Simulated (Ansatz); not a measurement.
Mulliken charges of AlClH3N, SMILES `[NH2][AlH][Cl]` from ωB97M-V/def2-TZVPP in Ansatz (PBE0-D4/def2-TZVP geometry).

| atom | x (Å) | y (Å) | z (Å) | charge (e) |
| --- | --- | --- | --- | --- |
| N1 | -0.631 | 0.251 | -0.719 | -0.371 |
| Al2 | 0.478 | -0.074 | 0.604 | 0.507 |
| Cl3 | 1.413 | -1.952 | 0.646 | -0.254 |
| H4 | -1.134 | 1.115 | -0.839 | 0.109 |
| H5 | -0.853 | -0.395 | -1.459 | 0.119 |
| H6 | 0.769 | 0.990 | 1.721 | -0.110 |

By hand: the dipole of these point charges (1 e Å = 4.8032 D).

Σ q r = (-0.192, 0.331, -0.045) e Å, of length 0.385 e Å = 1.85 D.

How does the dipole of the full density compare? (Estimate.)

The calculation gave: (-0.284, 0.283, -0.205) e Å, 2.16 D; the point charges give 0.86 times that, at 25° from its direction.

Point charges leave out the atoms' own dipoles, such as those of lone pairs, and Mulliken's split depends on the basis, so the two needn't agree.
